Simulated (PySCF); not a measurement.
Spin-Hamiltonian simulation

Molecule: 2-butanone (CCC(C)=O, C4H8O).

Molfile (atoms numbered from 1):
```
C4H8O
     RDKit          3D

 13 12  0  0  0  0  0  0  0  0999 V2000
   -1.8973    0.0987   -0.1273 C   0  0  0  0  0  0  0  0  0  0  0  0
   -0.4316    0.3446   -0.4599 C   0  0  0  0  0  0  0  0  0  0  0  0
    0.5025   -0.2227    0.5900 C   0  0  0  0  0  0  0  0  0  0  0  0
    1.9557   -0.2464    0.1788 C   0  0  0  0  0  0  0  0  0  0  0  0
    0.1246   -0.6216    1.6606 O   0  0  0  0  0  0  0  0  0  0  0  0
   -2.5426    0.5744   -0.8616 H   0  0  0  0  0  0  0  0  0  0  0  0
   -2.1073   -0.9680   -0.1154 H   0  0  0  0  0  0  0  0  0  0  0  0
   -2.1264    0.4976    0.8575 H   0  0  0  0  0  0  0  0  0  0  0  0
   -0.2359    1.4193   -0.5167 H   0  0  0  0  0  0  0  0  0  0  0  0
   -0.1746   -0.0829   -1.4313 H   0  0  0  0  0  0  0  0  0  0  0  0
    2.2405    0.6928   -0.2876 H   0  0  0  0  0  0  0  0  0  0  0  0
    2.5857   -0.4410    1.0424 H   0  0  0  0  0  0  0  0  0  0  0  0
    2.1025   -1.0443   -0.5472 H   0  0  0  0  0  0  0  0  0  0  0  0
  1  2  1  0
  2  3  1  0
  3  4  1  0
  3  5  2  0
  1  6  1  0
  1  7  1  0
  1  8  1  0
  2  9  1  0
  2 10  1  0
  4 11  1  0
  4 12  1  0
  4 13  1  0
M  END
```

Method: couplings computed with B3LYP/pcJ-1 (without the spin–dipole term), shielding tensors at PBE0/pcSseg-1 (GIAO), geometry from GFN2-xTB, in PySCF 2.14 (non-relativistic, one conformer, no solvent, averaged over atoms made equivalent by symmetry, fast rotation or ring inversion).

Shifts are taken against calculated references (same method and geometry level): $^{1}$H (σ = 31.72 ppm) vs TMS.

Shifts (ppm): H6/H7/H8 1.05, H9/H10 2.32, H11/H12/H13 2.11.
Couplings (Hz): H6–H7, H6–H8, H7–H8: -13.6; H6–H9, H6–H10, H7–H9, H7–H10, H8–H9, H8–H10: 7.5; H9–H10: -19.1; H9–H11, H9–H12, H9–H13, H10–H11, H10–H12, H10–H13: 0.5; H11–H12, H11–H13, H12–H13: -15.2.

The 8-spin Hamiltonian (Zeeman plus full scalar coupling among like nuclei) was diagonalised exactly; lines are Lorentzian, 0.7 Hz wide, and the maxima above 3 % are listed with the tallest set to 100.

(1) Give the $^{1}$H peak list of this spin system at 100 MHz.

(2) And at 700 MHz?

(3) Among coupled protons with different shifts, which pair is furthest from first order, and how does the field change that?

Results:

(1) 
Hz from δ = 0 (height): 243.6 (6), 236.1 (18), 228.7 (20), 221.2 (8), 211.0 (100), 112.2 (30), 104.9 (54), 97.3 (23)

(2) 
Hz from δ = 0 (height): 1635.5 (7), 1635.1 (7), 1628.0 (21), 1627.6 (21), 1620.5 (21), 1620.1 (21), 1613.0 (7), 1612.6 (7), 1477.0 (100), 742.5 (38), 735.0 (75), 727.5 (36)

(3) H6 and H9: Δν/J is about 16.9 at 100 MHz (close to first order) and 118.5 at 700 MHz (close to first order). J in Hz doesn't depend on the field, while Δν in Hz grows in proportion to it.

Unscaled 3J(H,H) at this level run about 10 % above measured values.
